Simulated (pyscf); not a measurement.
Thermochemistry of product channels of Cl–Ga [singlet] + HF on the singlet surface, in eV, from CCSD(T)/def2-TZVPP + ΔMP2(QZVPP) energies (ideal gas, 1 atm, RRHO with modes under 100 cm⁻¹ raised to 100, one conformer, R ln 2 for rigid chiral ones). PySCF, gas phase, ωB97X-D3(BJ)/def2-SVP geometries. Correlated levels are frozen-core, on RHF or UHF. ΔMP2 is the change of the MP2 total energy from the triple- to the quadruple-zeta basis.

| products | ΔE | ΔH(298 K) | ΔG(600 K) | ΔG(1200 K) |
|---|---|---|---|---|
| F–GaH–Cl | -0.79 | -0.84 | -0.10 | +0.62 |
| F–Ga [singlet] + HCl | +0.22 | +0.17 | +0.16 | +0.16 |

The channel to F–GaH–Cl turns unfavourable between 298 and 1200 K (ΔG from -0.47 eV to +0.62 eV).

These are energies of the channels, which say nothing of barriers. The CCSD(T) − MP2 part came from Ansatz, without density fitting, on the same reference. The frozen core leaves the outer d or s,p core shells of the metals and heavy elements correlated in the MP2 and CC values, and def2-TZVPP describes them poorly, which can shift differences by a few kcal/mol. Elements up to Kr have no core potential and no relativistic terms here.
